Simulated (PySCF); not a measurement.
Bonds broken one at a time in the series Al NH2-H. Isolated molecules, 0 K electronic values unless said otherwise. Strings in code marks are SMILES.

These are TPSSh-D3(BJ)/def2-TZVP // B3LYP-D3(BJ)/def2-TZVP (PySCF 2.14.0) values and carry that method's errors. 

```
species                             dipole moment (D)
----------------------------------  -----------------
radical fragment (`[NH2]`)                       1.92
whole molecule (`[NH2][AlH][NH2]`)               1.25
radical fragment (`[AlH][NH2]`)                     ?
whole molecule (`[NH2][AlH2]`)                   1.31
```

Problem. Some entries are withheld; supply them.

Solution. 
- radical fragment (`[AlH][NH2]`), dipole moment (D): 1.23
